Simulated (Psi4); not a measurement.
Psi4 input (wB97X-D/6-31G*):

```
memory 1500 MB

molecule {
-1 1
C    -0.86779925   -0.02842753   -0.08465418
O    -0.88803194   -1.05093051    0.59213902
O     0.14572903    0.69139384   -0.44565963
H    -1.80224265    0.42334062   -0.47790280
C     1.53606667    0.43224451    0.07324310
H     1.59861714   -0.65948461    0.19327966
H     2.13244424    0.68953549   -0.81874536
symmetry c1
no_reorient
no_com
}

set {
  basis 6-31G*
  reference rks
  scf_type pk
  dft_radial_points 99
  dft_spherical_points 590
  e_convergence 1e-8
  d_convergence 1e-7
  maxiter 150
}

e = energy('wb97x-d')
print_out(f'\nFINAL {e:.10f} DIPOLE {variable("CURRENT DIPOLE")[0]:.6f} {variable("CURRENT DIPOLE")[1]:.6f} {variable("CURRENT DIPOLE")[2]:.6f}\n')
```

From the last part of the output:

```
    Doubly Occupied:

       1A    -19.094121     2A    -19.036955     3A    -10.204752
       4A    -10.039624     5A     -0.972282     6A     -0.885713
       7A     -0.562971     8A     -0.430724     9A     -0.376556
      10A     -0.328610    11A     -0.312706    12A     -0.238552
      13A     -0.184610    14A     -0.181249    15A     -0.145129
      16A      0.002720

    Virtual:

      17A      0.310799    18A      0.389761    19A      0.436841
      20A      0.460131    21A      0.491747    22A      0.571949
      23A      0.606724    24A      0.802999    25A      0.850272
      26A      0.879048    27A      0.930873    28A      0.949877
      29A      0.985901    30A      1.057391    31A      1.114488
      32A      1.144522    33A      1.173897    34A      1.235882
      35A      1.262366    36A      1.273948    37A      1.342385
      38A      1.367957    39A      1.414277    40A      1.538349
      41A      1.690750    42A      1.759984    43A      1.776418
      44A      1.866030    45A      1.919156    46A      1.989413
      47A      2.066968    48A      2.141999    49A      2.158335
      50A      2.198850    51A      2.331545    52A      2.390593
      53A      2.510765    54A      2.556577    55A      2.583218
      56A      2.697544    57A      2.766254    58A      2.993665
      59A      3.023699    60A      3.195647    61A      3.207213
      62A      3.379721    63A      4.122457    64A      4.235789
      65A      4.489844    66A      4.608681

    Final Occupation by Irrep:
              A
    DOCC [    16 ]
    NA   [    16 ]
    NB   [    16 ]

  @RKS Final Energy:  -228.30915002819478

   => Energetics <=

    Nuclear Repulsion Energy =            112.1573618558615095
    One-Electron Energy =                -541.1238029875910343
    Two-Electron Energy =                 220.9966118299630295
    DFT Exchange-Correlation Energy =     -20.3381794999471168
    Empirical Dispersion Energy =          -0.0011412264811261
    VV10 Nonlocal Energy =                  0.0000000000000000
    Total Energy =                       -228.3091500281947788

Computation Completed

Properties will be evaluated at   0.000000,   0.000000,   0.000000 [a0]

Properties computed using the SCF density matrix

 Multipole Moments:

 ------------------------------------------------------------------------------------
     Multipole            Electronic (a.u.)      Nuclear  (a.u.)        Total (a.u.)
 ------------------------------------------------------------------------------------

 L = 1.  Multiply by 2.5417464519 to convert [e a0] to [Debye]
 Dipole X            :         -1.2674727           -0.0000001           -1.2674727
 Dipole Y            :         -0.0973865            0.0000000           -0.0973865
 Dipole Z            :         -0.8306236            0.0000003           -0.8306233
 Magnitude           :                                                    1.5185211

 ------------------------------------------------------------------------------------

FINAL -228.3091500282 DIPOLE -1.267473 -0.097386 -0.830623

*** Psi4 exiting successfully. Buy a developer a beer!
```

The dipole moment of an ion depends on the origin.
